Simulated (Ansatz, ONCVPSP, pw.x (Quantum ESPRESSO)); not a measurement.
# From atom to crystal: ONCV potential for oxygen (O)

```
Element                 : oxygen (O)
Generator               : ONCVPSP 4.0.1.1 (patched build)
Type                    : optimised norm-conserving Vanderbilt (ONCV)
Functional              : LDA (Perdew-Wang 92)
Relativity              : scalar-relativistic
Frozen core             : [He]
Valence charge          : 6
Reference configuration : 2s2 2p4
Partial waves           : 2s: rc 0.70 bohr, ncon 3, nbas 7, qcut 11.8 1/bohr, 1 projector; 2p: rc 2.00 bohr, ncon 4, nbas 7, qcut 6.7 1/bohr, 1 projector; d scattering state at 0.17 Ha: rc 2.15 bohr, ncon 4, nbas 8, qcut 4.3 1/bohr, 2 projectors, debl 0.8 Ha
Local potential         : polynomial inside 0.55 bohr (lpopt 5, dvloc0 2 Ha)
Core correction         : polynomial model core, fcfact 0.65
```

Atomic tests: cutoffs needed: 45 Ha and 56 Ha (the cutoffs (Ha) at which the residual kinetic energy of the hardest occupied pseudo-wave falls to 1 and 0.1 mHa per electron); ghost test: no bound ghost flagged; GHOST(+) flagged for d at 22.0 eV; largest excitation error: +2748 meV (all-electron minus pseudo) for 2s2 2p1, out of 4 test configurations.

Crystal test: fcc O in pw.x 7.5, no spin, 18³ k-points, Fermi–Dirac smearing 0.01 Ry, cutoffs 130/520 Ry. The reference is all-electron LAPW (Ansatz 0.2.0) with the same functional, mesh and smearing; V0 and B0 come from Birch–Murnaghan fits to the pressures at five volumes. Errors are pseudo minus all-electron; Δ is the rms difference of the E(V) curves that follow from these fits, minima aligned, over ±6 % about the mean V0. Mesh and smearing are coarse, so the numbers serve the comparison and aren't converged zero-temperature values; the lattice is a test structure that the element need not adopt. Spin polarisation is left out.

All-electron: a0 = 3.070 Å (V0 = 7.23 Å³/atom), B0 = 194.3 GPa.

How far does the potential miss the all-electron equation of state?

mean pressure error (GPa): +3.33; a0 (Å): 3.087; a0 error (%): +0.57; B0 error (%): -4.1; Δ (meV/atom): 5.1. The largest radius (2.15 bohr) exceeds half the bond length (2.05 bohr), so the spheres overlap, which is one possible source of error among others. This is a poor potential for the solid. The generator flags a localised state at positive energy (d at 22 eV).

| V (Å³/atom) | P all-electron (GPa) | P pseudo (GPa) |
| --- | --- | --- |
| 6.852 | 11.85 | 15.56 |
| 7.033 | 5.78 | 9.30 |
| 7.213 | 0.50 | 3.79 |
| 7.393 | -4.09 | -0.93 |
| 7.574 | -8.08 | -5.09 |

At the middle volume, how do free energy and pressure move when the wave cutoff is lowered (ecutrho kept at four times it)?

| cutoff (Ry) | shift of F (meV/atom) | shift of P (GPa) |
| --- | --- | --- |
| 58 | +675.7 | -35.93 |
| 78 | +155.2 | -15.94 |
| 104 | +4.0 | -2.44 |

The run at the middle volume (195 k-points, 4 iterations) took about 49 s on one core of a shared host (Neoverse-N1, 64 threads, 124 GiB, load 54).
